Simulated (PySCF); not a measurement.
## Aluminium: a sound run and one with changed settings

Sound run: Al [Ne] 3s2 3p1, Al⁺ [Ne] 3s2. Calculation: PySCF 2.14, in pcseg-2; no relativity, point nucleus. The sound run starts from symmetry-adapted Hartree-Fock orbitals and uses a fine grid where one is needed.

A second run was set up differently.

```
species  method  sound run (hartree)  changed run (hartree)  converged
     Al     UHF           -241.86934             -241.86934        yes
     Al    PBE0           -242.25200             -242.51306        yes
     Al  r2SCAN           -242.33268             -242.79222        yes
    Al⁺     UHF           -241.66511             -241.66511        yes
    Al⁺    PBE0           -242.02840             -242.05851        yes
    Al⁺  r2SCAN           -242.10620             -242.18489        yes
```

Ionisation energy of Al:

| method | sound run (eV) | changed run (eV) |
| --- | --- | --- |
| UHF | 5.557 | 5.557 |

Question: What was changed?
A. basis contracted for another Hamiltonian
B. angular grid far too coarse
C. too few SCF iterations
D. all electrons correlated in a valence basis

Answer: B. It used 6 angular points. A coarse angular grid integrates products of high-l functions wrongly, so density functionals can shift, and the SCF can exploit the error; Hartree-Fock and MP2 need no grid.
